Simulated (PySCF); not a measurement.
**Name the molecule from its bond curve**

A diatomic of charge 0 contains Al. Its singlet curve at RHF-CCSD in a double-zeta basis (spin-free X2C with a Gaussian nucleus, PySCF), in eV from the separated fragments:

```csv
R (Å),E (eV)
1.967,-4.298
2.055,-4.550
2.120,-4.634
2.186,-4.652
2.252,-4.619
2.339,-4.517
2.448,-4.327
2.579,-4.042
```

The fit gives ωe = 469 cm⁻¹ and the rotational constant Bₑ = 0.2343 cm⁻¹.

Question: Which atom is the partner?

Answer: The minimum lies at 2.173 Å, so the reduced mass is 16.8576 u Å² cm⁻¹/(Bₑ·Re²) = 15.24 u. With Al at 26.98 u the partner weighs about 35.0 u: Cl. The molecule is AlCl.

Correlated steps freeze 10 core orbitals.
